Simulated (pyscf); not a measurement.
`[SiH3][SeH]` → `[SiH2]=[Se]` + `[H][H]`, an elimination (singlet surface; H–Se, H–Si broken, H–H formed). Single points on ωB97X-D3(BJ)/def2-SVP structures (PySCF, gas phase). Energies in kcal/mol from the reactant's lowest minimum found.

Small-basis levels: PySCF, no dispersion term, spherical d functions. AM1 to PM7: differences of heats of formation from MOPAC, which are fitted to 298 K values and so differ in kind from electronic energies by zero-point and thermal terms. Cost: rough CPU time at the saddle relative to B3LYP/6-31G*+LANL2DZ, from one job on a shared machine.

| level | barrier | reaction energy | cost |
|---|---|---|---|
| HF/STO-3G | 126.8 | +61.3 | 0.1 |
| HF/6-31G*+LANL2DZ | 68.0 | +26.7 | 0.1 |
| MP2/6-31G*+LANL2DZ | 58.8 | +17.0 | 0.2 |
| PBE/6-31G*+LANL2DZ | 47.0 | +22.2 | 1 |
| B3LYP/STO-3G | 107.8 | +50.3 | 1 |
| B3LYP/3-21G | (withheld) | +23.8 | 1 |
| B3LYP/6-31G*+LANL2DZ | 53.4 | +22.2 | 1 |
| B3LYP/6-311+G**+LANL2DZ | 52.6 | +26.6 | 1 |
| PBE/def2-SVP | 45.5 | +28.5 | 3 |
| B3LYP/def2-SVP | 51.6 | +28.4 | 2 |
| AM1 | (withheld) | +18.7 | under 0.02 |
| PM7 | 43.8 | -2.0 | under 0.02 |
| ωB97M-D3(BJ)/def2-TZVP | (withheld) | +29.5 | – |

What belongs in the gaps?


- B3LYP/3-21G, barrier: 66.0
- AM1, barrier: 48.9
- ωB97M-D3(BJ)/def2-TZVP, barrier: 51.0

Against the last row the barrier runs from -7.2 (PM7) to +75.9 kcal/mol (HF/STO-3G). ωB97M-D3(BJ)/def2-TZVP has limits of its own. At the saddle there is also a short H–Si contact that neither side keeps. This is the saddle that the search found; another between the same sides may lie lower. In the def2 sets elements up to Kr have no core potential.
